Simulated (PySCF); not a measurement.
**Electronic absorption of oxazole**

Species: oxazole, C3H3NO.
SMILES: `C1=COC=N1`

Computed with TDDFT CAM-B3LYP/def2-SVPD, vertical, gas phase, core orbitals frozen in the response in PySCF 2.14.0, density-fitted response routines. Geometry: PBE0-D3(BJ)/def2-SVP; no solvent, vibrations or thermal averaging.

| state | E (eV) | E (hartree) | f | symmetry | main configurations (H = HOMO, L = LUMO) |
| --- | --- | --- | --- | --- | --- |
| S1 | 6.50 | 0.2389 | 0.162 | A′ | H→L (96%) |
| S2 | 6.57 | 0.2415 | 0.0029 | A″ | H-1→L (94%) |
| S3 | 7.12 | 0.2618 | 0.011 | A″ | H→L+1 (96%) |
| S4 | 7.53 | 0.2766 | 0.032 | A′ | H→L+3 (66%), H-2→L (31%) |
| S5 | 7.98 | 0.2933 | 0.024 | A″ | H→L+2 (82%), H→L+5 (13%) |
| S6 | 7.99 | 0.2936 | 0.0026 | A″ | H-1→L+3 (93%) |
| S7 | 8.24 | 0.3028 | 0.0001 | – | H→L+4 (94%) |
| S8 | 8.40 | 0.3088 | 0.011 | A″ | H→L+5 (75%), H→L+2 (12%) |
| S9 | 8.57 | 0.3151 | 0.030 | A′ | H-1→L+1 (82%) |
| S10 | 8.78 | 0.3228 | 0.344 | A′ | H-2→L (55%), H→L+3 (27%) |

Triplets, Tamm–Dancoff:

| state | E (eV) | λ (nm) | main configurations (H = HOMO, L = LUMO) |
| --- | --- | --- | --- |
| T1 | 4.27 | 290.1 | H→L (91%) |
| T2 | 5.70 | 217.6 | H→L+3 (74%), H-2→L (19%) |
| T3 | 5.94 | 208.7 | H-1→L (76%), H-1→L+3 (21%) |
| T4 | 6.73 | 184.2 | H-2→L (72%), H→L+3 (18%) |

The lowest singlet comes at 191 nm (627 kJ/mol) in the vacuum ultraviolet; it is strong; its leading configuration is HOMO→LUMO (96%). The most intense listed level is S10 at 8.78 eV (141 nm, f = 0.344), 2.28 eV above S1. It is the last of those listed, so stronger ones may follow. Löwdin shares by element: HOMO carbon 76%, nitrogen 10%; LUMO carbon 41% or more, oxygen 22%, nitrogen 14% (atoms not listed hold the other 24%). The listed states span 2.28 eV, and the widest gap between neighbours is 0.55 eV (S2 to S3). Orbital energies (eV): HOMO-3 -13.01, HOMO-2 -10.90, HOMO-1 -10.01, HOMO -8.74, LUMO 0.87, LUMO+1 1.44, LUMO+2 2.16. Of the 10 states listed, 7 reach f = 0.01 and 1 stays under 0.0005. All these states lie below the vertical ionisation energy of 9.80 eV (ΔSCF). Symmetry labels in Cs follow from the direction of the transition dipole and are given only for states with f of 0.002 or more. Only the lowest 10 singlets were computed, as vertical energies without vibronic structure.

Hardware: one thread, x86-64 server, no GPU (shared host). Cost: 38 s of wall time.
